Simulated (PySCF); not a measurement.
hydrogen cyanide (CHN), SMILES C#N. The structure is a stationary point at ωB97X-D3(BJ)/def2-TZVPD.

TDDFT-ωB97X/def2-TZVPD run with PySCF puts the lowest singlet excitations at 7.82, 8.19, 8.19, 9.44, 9.44, 10.32 eV.

**Question.** What are the lowest excitation roots from PySCF with ADC(3)/aug-cc-pVDZ? (An estimate is asked for; the answer gives what the named calculation found.)

**Answer.** 8.11, 8.43, 8.43, 9.28, 9.28, 9.97 eV. S1 differs by 0.29 eV (second minus first; roots are paired by order, and the bases may differ).
